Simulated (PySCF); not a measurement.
**Ar: ionisation energy**

Ar [Ar] (1S) → Ar⁺ [Ne] 3s2 3p5 (2P), as a difference of total energies. All numbers are calculated (PySCF 2.14, no relativity, point nucleus, in def2-TZVP (5s5p2d1f, 37 functions)). Correlated levels: valence: [Ne] frozen. The calculations carry no spin-orbit coupling.

| method | ionisation energy (eV) | error (eV) |
| --- | --- | --- |
| UHF | 14.573 | -1.246 |
| B3LYP | 15.783 | -0.036 |
| PBE | 15.694 | -0.125 |
| MP2 (valence) | 15.682 | -0.137 |
| SCS-MP2 (valence) | 15.578 | -0.241 |
| CCSD (valence) | 15.498 | -0.321 |
| CCSD(T) (valence) | 15.538 | -0.281 |

Reference: 15.819 eV (measured; NIST levels, between the centres of gravity of the two terms).

Errors of the correlated levels include the incompleteness of this basis and the frozen core.
